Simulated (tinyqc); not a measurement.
A ladder of methods, and size consistency: correlation methods against full CI in the sto-3g basis, for H2O, spin multiplicity 1. Computed by the program tinyqc with PySCF. All electrons correlated; +Q is the Davidson correction (1 - c0^2) E_corr. The last columns treat two copies 100 angstrom apart as one system. FCI is the lowest singlet.

Geometry (angstrom):

| atom | x | y | z |
|---|---|---|---|
| O | 0.0000 | 0.0000 | 0.0000 |
| H | 0.0000 | 0.6890 | 0.6270 |
| H | 0.0000 | -0.6890 | 0.6270 |

RHF energy of one = -74.955799 hartree

Correlation energies (hartree):

| method | E_corr of one | share of FCI (%) | E_corr of two at 100 angstrom | two minus twice one (mhartree) |
|---|---|---|---|---|
| MP2 | -0.034886 | 72.7759 | -0.069772 | 0.0000 |
| CISD | -0.047311 | 98.6953 | -0.092487 | 2.1349 |
| CISD+Q | -0.048430 | 101.0293 | -0.096563 | 0.2964 |
| CCSD | -0.047839 | 99.7978 | -0.095679 | 0.0000 |
| CCSD(T) | -0.047894 | 99.9130 | -0.095789 | 0.0000 |
| FCI | -0.047936 | 100.0000 | - | - |

What does the comparison show, and why?

MP2 recovers 73 %, CISD 98.7 % and CCSD 99.8 % of the FCI value (c0^2 = 0.976 in CISD). MP2 and coupled cluster are size consistent, so their last column vanishes; CISD loses 2.13 mhartree, since a double excitation on each copy is a quadruple of the pair, and the Davidson correction leaves +0.30.
